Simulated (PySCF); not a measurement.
Species: C₅H₆F (doublet state).
Geometry (GFN2-xTB, Å), atoms numbered from 1 in this order:
```
atom  x, y, z in Å
C1    -1.5847   -0.0040   -0.0299
C2    -0.1824   -0.5341   -0.2216
F3    -0.1865   -1.4764   -1.2234
C4     0.5903   -0.9327    1.0186
C5     1.5474   -0.0290    0.9125
C6     0.9696    0.5048   -0.3868
H7    -1.9303    0.4624   -0.9508
H8    -2.2517   -0.8270    0.2173
H9    -1.5992    0.7233    0.7767
H10    2.4077    0.2615    1.4786
H11    0.6372    1.5415   -0.3530
H12    1.5839    0.3091   -1.2640
```

As a line formula: `C[C@]1(F)[C]=CC1` [radical].

Computed with UKS B3LYP, pcH-1 on C F H, non-relativistic, mean-field spin-orbit, GIAO (PySCF 2.14.0). Geometry: GFN2-xTB; no solvent, vibrations or thermal averaging. The geometry wasn't refined by DFT: couplings that depend on bond lengths, twists or pyramidal angles can differ widely from those at the functional's own minimum. Stability of the SCF solution: not tested.

Question: Match the computed a_iso(13C) values +361.7, +98.7, +27.7, +6.4, -2.2 MHz with the sites C1; C2; C4; C5; C6.

Answer: 
| site | a_iso (MHz) | ρ(0) (bohr⁻³) | position | distance from C4 (Å) | spin population | largest \|T\| (MHz) |
| --- | --- | --- | --- | --- | --- | --- |
| C1 | -2.2 | -0.0019 | 2 bonds from C4 | 2.59 | 0.00 | 1.8 |
| C2 | +27.7 | +0.0246 | 1 bond from C4 | 1.51 | +0.05 | 28.4 |
| C4 | +361.7 | +0.3218 | largest spin population | 0.00 | +0.91 | 129.2 |
| C5 | +6.4 | +0.0057 | 1 bond from C4 | 1.32 | -0.08 | 26.2 |
| C6 | +98.7 | +0.0878 | 2 bonds from C4 | 2.05 | +0.09 | 17.1 |

Question: The isotropic 1H couplings, averaged over equivalent nuclei, are +27.2, +17.8, +11.4, +1.7 MHz. Assign them to H7/H8/H9; H10; H11; H12.

Answer: 
```tsv
site	a_iso (MHz)	ρ(0) (bohr⁻³)	position	distance from C4 (Å)	bound to	spin population there	largest |T| (MHz)
H7/H8/H9	+1.7	+0.0004	3 bonds from C4	3.07	C1	0.00	4.9
H10	+17.8	+0.0040	2 bonds from C4	2.22	C5	-0.08	10.6
H11	+27.2	+0.0061	3 bonds from C4	2.83	C6	+0.09	6.3
H12	+11.4	+0.0025	3 bonds from C4	2.78	C6	+0.09	6.5
```

ρ(0) is the spin density at the nucleus and T the dipolar tensor; entries for several nuclei are means. Largest spin populations (Mulliken): C4 (+0.91), C6 (+0.09) and C5 (-0.08). No atom but C4 exceeds +0.15. The positive populations add up to 1.08 and the negative ones to -0.08, together 2S = 1.

Class means assume fast exchange of nuclei equivalent by connectivity; if that motion is slow, each nucleus keeps its own coupling.
